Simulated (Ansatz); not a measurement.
# BSiNH (doublet): the correlation ladder, def2-TZVPP

One table from this session's results is given with a row withheld; the runs are named, their logs left out.

The runs use Ansatz 0.2.0, Gaussian basis; def2-TZVPP, core rule «outside noble gas», up to 7 orbitals frozen.

The runs, in order: UHF; ROHF; CCSD(T) on UHF.

## What is computed

The geometry is a PBE0/def2-TZVP stationary point (not a proven minimum) of the parent state, kept for this charge and spin.

4 atoms, charge 0, spin multiplicity 2.

Atoms are counted from 1 here; the program's logs count them from 0.

Bond lengths: B1–Si2 1.824 Å, Si2–N3 1.538 Å, N3–H4 0.996 Å. Angles: B1–Si2–N3 173.5°, Si2–N3–H4 161.9°.

The first run:

in.yaml

```yaml
crystal:
  periodic: [false, false, false]
  atoms:
    - {symbol: B, position_ang: [0.000000, -0.062553, 2.375794]}
    - {symbol: Si, position_ang: [0.000010, 0.013734, 0.552939]}
    - {symbol: N, position_ang: [0.000006, -0.096050, -0.981036]}
    - {symbol: H, position_ang: [-0.000016, 0.144869, -1.947698]}
basis:
  gaussian: {orbitals: def2-TZVPP}
magnetization: {spin_polarized: true, initial_magnetization: 1}
hamiltonian: {xc: hf}
output: {orbitals: {seedname: orbitals}}
```

Run with:

```sh
$ ansatz run in.yaml --threads 1 --pin off --events-out ev --progress --plain --max-ram 4096MiB --backend cpu
```

Steps of the session up to this table: UHF; ROHF; CCSD(T) on UHF.

One table of the session follows, with a row left open; its other results are not shown here.

| method | from UCCSD(T) (kJ/mol) |
| --- | --- |
| ROHF | +1134.9 |
| UHF | ? |
| UMP2 | +134.2 |
| UCCSD | +61.1 |
| UCCSD(T) | 0 |

Estimate the missing values for UHF.

The run gave: from UCCSD(T) (kJ/mol): +1060.4. In the column «from UCCSD(T) (kJ/mol)» it lies between UMP2 (+134.2) and ROHF (+1134.9).

The program flags UCCSD(T) as in doubt (see the logs), so the zero of the table is itself unsure.

Caveats from the session: The determinant is far from a pure spin state, so its energy mixes those of several spin states (harmless only where they are near-degenerate, as at dissociation). The program flags UCCSD(T) as in doubt, so the zero of the table is itself unsure.
